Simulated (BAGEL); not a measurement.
**C2H6N2 (SMILES C=NNC): HF/STO-3G (density fitting with qzvpp-jkfit)**

Aim: the vertical ionisation energy of C2H6N2 at HF/STO-3G (density fitting with qzvpp-jkfit), from 2 runs. 

The calculation is run with BAGEL 1.2.2.

19 further runs of the same task are left out: 19 set aside as unsound or not needed.

## (1) The structure to begin with

C2H6N2 has 10 atoms, charge 0, and is taken as a singlet. SMILES: `C=NNC`. The shape is that of a GFN2-xTB optimisation. This is one conformer, not always the lowest.

Bond lengths: C1–N2 1.264 Å, N2–N3 1.330 Å, N3–C4 1.439 Å, C1–H5 1.074 Å, C1–H6 1.093 Å, N3–H7 1.022 Å, C4–H8 1.090 Å, C4–H9 1.097 Å, C4–H10 1.088 Å. Some angles: C1–N2–N3 121.3°, N2–N3–C4 117.0°, N2–C1–H5 117.7°, N2–C1–H6 124.0°, N2–N3–H7 118.1°, C4–N3–H7 116.4°, N3–C4–H8 109.3°, N3–C4–H9 112.8°, N3–C4–H10 107.6°, H5–C1–H6 118.3°.

## (2) The energy at HF/STO-3G (density fitting with qzvpp-jkfit)

Input file calc.json:

```json
{ "bagel" : [

{
  "title" : "molecule",
  "basis" : "sto-3g",
  "df_basis" : "qzvpp-jkfit",
  "angstrom" : "true",
  "geometry" : [
    { "atom" : "C", "xyz" : [   -0.151520,    1.912180,    0.349430 ] },
    { "atom" : "N", "xyz" : [    0.268200,    0.860760,   -0.212570 ] },
    { "atom" : "N", "xyz" : [    0.096020,   -0.334960,    0.342930 ] },
    { "atom" : "C", "xyz" : [    0.215020,   -1.479440,   -0.521860 ] },
    { "atom" : "H", "xyz" : [    0.085960,    2.853360,   -0.111080 ] },
    { "atom" : "H", "xyz" : [   -0.726590,    1.921020,    1.278390 ] },
    { "atom" : "H", "xyz" : [   -0.568480,   -0.416430,    1.114630 ] },
    { "atom" : "H", "xyz" : [    0.534730,   -2.341580,    0.063260 ] },
    { "atom" : "H", "xyz" : [   -0.723880,   -1.725390,   -1.033180 ] },
    { "atom" : "H", "xyz" : [    0.970540,   -1.249520,   -1.269970 ] }
  ]
},
{ "title" : "hf" },
{ "title" : "print", "file" : "orbitals.molden", "orbitals" : "true" }

]}
```

On the command line:

```
$ BAGEL_NUM_THREADS=1 BAGEL calc.json > calc.out
```

What it wrote:

```text
* using 1 threads per process

  ===============================================================
  ===============================================================

  *** Geometry ***

  { "atom" : "C", "xyz" : [     -0.286331,      3.613497,      0.660327 ] },
  { "atom" : "N", "xyz" : [      0.506825,      1.626601,     -0.401699 ] },
  { "atom" : "N", "xyz" : [      0.181452,     -0.632983,      0.648044 ] },
  { "atom" : "C", "xyz" : [      0.406329,     -2.795736,     -0.986172 ] },
  { "atom" : "H", "xyz" : [      0.162441,      5.392069,     -0.209911 ] },
  { "atom" : "H", "xyz" : [     -1.373056,      3.630202,      2.415807 ] },
  { "atom" : "H", "xyz" : [     -1.074272,     -0.786939,      2.106345 ] },
  { "atom" : "H", "xyz" : [      1.010493,     -4.424945,      0.119544 ] },
  { "atom" : "H", "xyz" : [     -1.367935,     -3.260515,     -1.952427 ] },
  { "atom" : "H", "xyz" : [      1.834055,     -2.361251,     -2.399895 ] },

  Number of auxiliary basis functions:      412

  Since a DF basis is specified, we compute 2- and 3-index integrals:
    o Being stored without compression. Storage requirement is 0.002 GB

  Number of basis functions:       26
  Number of electrons      :       32

    * METHOD: MOLECULE                             0.10

  *** RHF ***

  === Nuclear Repulsion ===
   122.2765777767

      * DIIS with orbital gradients will be used.

  === RHF iteration (sto-3g) ===
      0       -185.66524687          0.01194802           0.01
      1       -185.69657452          0.00448437           0.01
      2       -185.70116464          0.00163850           0.01
      3       -185.70198350          0.00037991           0.01
      4       -185.70204369          0.00013254           0.01
      5       -185.70205212          0.00002173           0.01
      6       -185.70205232          0.00000729           0.01
      7       -185.70205235          0.00000294           0.01
      8       -185.70205236          0.00000091           0.01
      9       -185.70205236          0.00000039           0.01
     10       -185.70205236          0.00000018           0.01
     11       -185.70205236          0.00000007           0.01
     12       -185.70205236          0.00000002           0.01
     13       -185.70205236          0.00000001           0.01
    * SCF iteration converged.

    * Permanent dipole moment:
           (    0.505462,     0.390888,    -0.328171) a.u.

    * METHOD: HF                                   0.17

    * METHOD: PRINT                                0.00

  ===============================================================
```

Run time: 0.4 s. Hardware: 1 thread of Arm Neoverse V2, shared host.

## (3) The doublet cation

Input file calc.json:

```json
{ "bagel" : [

{
  "title" : "molecule",
  "basis" : "sto-3g",
  "df_basis" : "qzvpp-jkfit",
  "angstrom" : true,
  "geometry" : [
    { "atom" : "C", "xyz" : [      -0.151520,       1.912180,       0.349430 ] },
    { "atom" : "N", "xyz" : [       0.268200,       0.860760,      -0.212570 ] },
    { "atom" : "N", "xyz" : [       0.096020,      -0.334960,       0.342930 ] },
    { "atom" : "C", "xyz" : [       0.215020,      -1.479440,      -0.521860 ] },
    { "atom" : "H", "xyz" : [       0.085960,       2.853360,      -0.111080 ] },
    { "atom" : "H", "xyz" : [      -0.726590,       1.921020,       1.278390 ] },
    { "atom" : "H", "xyz" : [      -0.568480,      -0.416430,       1.114630 ] },
    { "atom" : "H", "xyz" : [       0.534730,      -2.341580,       0.063260 ] },
    { "atom" : "H", "xyz" : [      -0.723880,      -1.725390,      -1.033180 ] },
    { "atom" : "H", "xyz" : [       0.970540,      -1.249520,      -1.269970 ] }
  ]
},

{ "title" : "uhf", "charge" : 1, "nopen" : 1 },

{ "title" : "print", "file" : "orbitals.molden", "orbitals" : true }

]}
```

On the command line:

```
$ BAGEL_NUM_THREADS=1 BAGEL calc.json > calc.out
```

What it wrote:

```text
* using 1 threads per process

  ===============================================================
  ===============================================================

  *** Geometry ***

  { "atom" : "C", "xyz" : [     -0.286331,      3.613497,      0.660327 ] },
  { "atom" : "N", "xyz" : [      0.506825,      1.626601,     -0.401699 ] },
  { "atom" : "N", "xyz" : [      0.181452,     -0.632983,      0.648044 ] },
  { "atom" : "C", "xyz" : [      0.406329,     -2.795736,     -0.986172 ] },
  { "atom" : "H", "xyz" : [      0.162441,      5.392069,     -0.209911 ] },
  { "atom" : "H", "xyz" : [     -1.373056,      3.630202,      2.415807 ] },
  { "atom" : "H", "xyz" : [     -1.074272,     -0.786939,      2.106345 ] },
  { "atom" : "H", "xyz" : [      1.010493,     -4.424945,      0.119544 ] },
  { "atom" : "H", "xyz" : [     -1.367935,     -3.260515,     -1.952427 ] },
  { "atom" : "H", "xyz" : [      1.834055,     -2.361251,     -2.399895 ] },

  Number of auxiliary basis functions:      412

  Since a DF basis is specified, we compute 2- and 3-index integrals:
    o Being stored without compression. Storage requirement is 0.002 GB

  Number of basis functions:       26
  Number of electrons      :       32

    * METHOD: MOLECULE                             0.10

  *** Open-shell HF ***

  === Nuclear Repulsion ===
   122.2765777767

      * DIIS with orbital gradients will be used.

  === UHF iteration (sto-3g) ===
      0       -185.40940194          0.03265100           0.02
      1       -185.47681994          0.00999615           0.02
      2       -185.48669219          0.00487449           0.02
      3       -185.48986040          0.00205817           0.02
      4       -185.49358875          0.00132759           0.02
      5       -185.49637624          0.00051813           0.02
      6       -185.49682817          0.00026390           0.02
      7       -185.49695104          0.00015407           0.02
      8       -185.49700191          0.00006607           0.02
      9       -185.49701009          0.00002053           0.02
     10       -185.49701054          0.00000664           0.02
     11       -185.49701058          0.00000337           0.02
     12       -185.49701058          0.00000176           0.02
     13       -185.49701059          0.00000092           0.02
     14       -185.49701059          0.00000059           0.02
     15       -185.49701059          0.00000027           0.02
     16       -185.49701059          0.00000010           0.02
     17       -185.49701059          0.00000005           0.02
     18       -185.49701059          0.00000003           0.02
     19       -185.49701059          0.00000002           0.02
     20       -185.49701059          0.00000001           0.02
    * SCF iteration converged.

    * S^2 (UHF) is 0.9516

    * Permanent dipole moment:
           (    0.638644,     0.366996,    -0.835180) a.u.

    * METHOD: UHF                                  0.39

    * METHOD: PRINT                                0.00

  ===============================================================
```

Run time: 0.62 s. Hardware: 1 thread of Arm Neoverse V2, shared host.

## (4) Summary of results

Level: HF/STO-3G (density fitting with qzvpp-jkfit).

| quantity | value |
| --- | --- |
| singlet C2H6N2: total energy | -185.70205 Eh |
| singlet C2H6N2: dipole moment | 1.83 D |
| singlet C2H6N2: HOMO energy | -7.29 eV |
| singlet C2H6N2: LUMO energy | 8.77 eV |
| singlet C2H6N2: HOMO–LUMO gap | 16.06 eV |
| doublet cation: total energy | -185.49701 Eh |
| doublet cation: ⟨S²⟩ | 0.952 |
| vertical ionisation energy (to the doublet cation) | 5.579 eV |

What this shows: Removing an electron at fixed nuclei costs 5.58 eV (538 kJ/mol). −ε(HOMO) before ionisation, 7.29 eV, is 1.71 eV above this ionisation energy. In a minimal basis such a difference can be off by several eV, whatever the method. ⟨S²⟩ (doublet cation) is 0.95 where a pure doublet has 0.75: the reference is spin-contaminated.
